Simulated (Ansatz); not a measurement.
Two isomers of C2H4OS2: A = `CSC(O)=S`, B = `SSC1CO1`.

Computed with Ansatz on PBE0-D4/def2-TZVP structures; ΔE is electronic, products minus reactants. CCSD(T)/CBS is the MP2 limit (def2-TZVPP, def2-QZVPP) plus CCSD(T) − MP2 in def2-TZVPP, frozen cores. DFT in def2-TZVPP. B3LYP here is the variant with VWN-RPA as its local correlation; programs differ in this. One conformer a species, not always the lowest.

(1) Which isomer does CCSD(T)/CBS put lower? Give the gap. (Estimate.)

(2) Give E(B) − E(A) in kcal/mol with B3LYP-D4, HF/def2-TZVPP, MP2/def2-TZVPP, r2SCAN-D4, PBE0-D4, PBE-D4, CCSD(T)/def2-TZVPP. (An estimate is asked.)

Largest T1 diagnostic: 0.016.

## Answers

(1) Ansatz gave: A, by 26.0 kcal/mol.

(2) The calculation gave: B3LYP-D4 27.5, HF/def2-TZVPP 23.4, MP2/def2-TZVPP 27.8, r2SCAN-D4 27.9, PBE0-D4 24.7, PBE-D4 26.5, CCSD(T)/def2-TZVPP 26.0. None reverses the order clearly.

The D4 term adds +0.8 kcal/mol with B3LYP and +0.3 kcal/mol with PBE0; it sums over pairs of atoms, weighted by their polarisabilities, and B3LYP, whose exchange is more repulsive, gets the larger term. In def2-TZVPP, CCSD(T) changes the Hartree–Fock value by +2.7 kcal/mol (the triples alone add +1.8 kcal/mol) and MP2 by +4.4 kcal/mol.
